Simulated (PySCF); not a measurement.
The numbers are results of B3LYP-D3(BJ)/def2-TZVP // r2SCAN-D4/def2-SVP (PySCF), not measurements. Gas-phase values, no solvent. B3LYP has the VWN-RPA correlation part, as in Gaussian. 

Reference species (SMILES): `[SH]` (neutral, multiplicity 2).

```yaml
dipole_moment: 0.86 D
```

Changed species: `[NH2]` (free radical NH2; the reference has free radical SH).

Q: What does the change do to the dipole moment?

A: the dipole moment rises by 1.10 D, to 1.96 D.
